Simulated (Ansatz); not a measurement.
A nudged elastic band was laid between two geometries of C2H5S (8 atoms, charge 0, multiplicity 2).

Method: Ansatz 0.2.0, UKS revPBE/6-31G*.

| Item | Value |
| --- | --- |
| movable images | 9 |
| climbing image | yes |
| spring | 5.0 eV/Å² |
| optimiser | quadratic models (default) |
| start path | IDPP |
| force threshold | 0.05 eV/Å |
| iteration limit | 55 |
| end points | relaxed |

Image 0:

```xyz
8
Properties=species:S:1:pos:R:3
C -0.454 0.594 -0.328
C 0.320 -0.606 0.239
S 1.950 -0.233 0.966
H -1.431 0.265 -0.728
H 0.107 1.078 -1.144
H -0.638 1.350 0.453
H 0.498 -1.377 -0.538
H -0.260 -1.128 1.026
```

Image 10:

```xyz
8
Properties=species:S:1:pos:R:3
C -0.391 0.608 -0.381
C 0.361 -0.596 0.203
S 0.739 -0.515 1.986
H -1.367 0.744 0.113
H -0.569 0.461 -1.463
H 0.188 1.538 -0.250
H 1.331 -0.758 -0.311
H -0.201 -1.540 0.048
```

Question: What changes between the two ends?

Answer: No bond is made or broken. The dihedral H6–C1–C2–S3 goes from -59 to 60°. The two ends are copies of one structure, up to a mirror image or an exchange of like atoms.

Question: What energy profile does the band end with?

Answer: The run converged. The highest image is number 5 of 0 to 10, 0.119 eV above the ends, which have the same energy within 2 meV. A vibrational analysis at the climbing image gives one clearly imaginary mode, 234i cm⁻¹: a first-order saddle point.

| image | path coordinate (Å) | energy (eV) | dihedral H6–C1–C2–S3 (°) |
| --- | --- | --- | --- |
| 0 | 0.00 | 0.000 | -59 |
| 1 | 0.28 | 0.013 | -47 |
| 2 | 0.57 | 0.044 | -35 |
| 3 | 0.85 | 0.080 | -23 |
| 4 | 1.13 | 0.109 | -12 |
| 5 | 1.41 | 0.119 | 0 |
| 6 | 1.70 | 0.108 | 12 |
| 7 | 1.99 | 0.079 | 24 |
| 8 | 2.28 | 0.042 | 36 |
| 9 | 2.56 | 0.012 | 48 |
| 10 | 2.85 | 0.000 | 60 |

Question: What is the geometry of the highest image?

Answer: 
```xyz
8
Properties=species:S:1:pos:R:3
C -0.425 0.606 -0.370
C 0.340 -0.607 0.219
S 1.384 -0.305 1.682
H -1.515 0.434 -0.355
H -0.130 0.791 -1.417
H -0.221 1.523 0.205
H 1.009 -1.074 -0.531
H -0.350 -1.424 0.510
```

Question: What are the harmonic wavenumbers there?

Answer: 234i, 350, 509, 651, 947, 984, 1037, 1176, 1245, 1391, 1417, 1480, 1485, 2957, 2974, 2992, 3063, 3080 cm⁻¹.

Run time: 3.2 min on 1 thread of Intel(R) Xeon(R) Processor @ 2.70GHz, on a shared host, peak memory 0.15 GiB.
